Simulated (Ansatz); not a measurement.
# Dissociation curves of AlH3 (SMILES [H][Al]([H])[H])

AlH3 has 4 atoms, charge 0, and is taken as a singlet. As SMILES, `[H][Al]([H])[H]`. Geometry: a GFN2-xTB relaxation, a rough one for these elements and not checked as a minimum.

```xyz
4

Al    0.0000    0.0000    0.0000
H     1.5527   -0.0305    0.0146
H    -0.7498    1.3598   -0.0191
H    -0.8028   -1.3293    0.0045
```

The Al1–H2 distance is scanned; the parts on either side stay rigid. Basis 3-21G, 5 core orbitals frozen in the correlated methods; program Ansatz 0.2.0. FCI is exact within this basis and core. Energies in eV from each method's value at 1.553 Å; methods without a U are spin-restricted. The shape above is that at 1.553 Å.

```tsv
distance (Å)	BLYP	CAM-B3LYP	B2PLYP	CCSD
1.553	0.00	0.00	0.00	0.00
1.941	0.42	0.50	0.48	0.39
2.330	1.37	1.58	1.52	1.30
3.106	3.02	3.55	3.34	2.70
3.883	4.00	4.90	4.37	3.22
```

(1) Estimate the FCI curve, and say how far off each method is.

## Answers

(1) 
| distance (Å) | FCI |
| --- | --- |
| 1.553 | 0.00 |
| 1.941 | 0.38 |
| 2.330 | 1.28 |
| 3.106 | 2.63 |
| 3.883 | 3.09 |

Departure from the FCI curve at its largest: BLYP +0.91 eV at 3.88 Å; CAM-B3LYP +1.82 eV at 3.88 Å; B2PLYP +1.28 eV at 3.88 Å; CCSD +0.13 eV at 3.88 Å. Restricted functionals keep the electrons paired too, and rise too high.
